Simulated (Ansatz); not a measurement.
Molecule: C₂H₃O, charge 1, multiplicity 1. It need not be the lowest isomer of its formula. 
Structure (B3LYP-D3(BJ)/def2-TZVP (Ansatz, a program for electronic structure) minimum search):
```
C
O 1 1.2226
C 1 1.2711 2 174.10
H 2 0.9881 1 116.97 3 -180.00
H 3 1.0898 1 120.12 2 90.72
H 3 1.0898 5 119.74 1 -178.57
```
Charge +1, spin multiplicity 1.

Basis-set convergence of Hartree-Fock and CCSD correlation energies (hartree) with Ansatz. Valence correlation only, unless marked. No spin-orbit coupling. Non-relativistic.

| basis | functions | E(HF) | E(corr, CCSD) |
|---|---|---|---|
| cc-pVDZ | - | -152.00437 | -0.44907 |
| cc-pVTZ | 132 | ___ | ___ |

Question: Fill in the missing entries.

Answer: 
- cc-pVTZ, E(HF): -152.05050
- cc-pVTZ, E(corr, CCSD): -0.54251
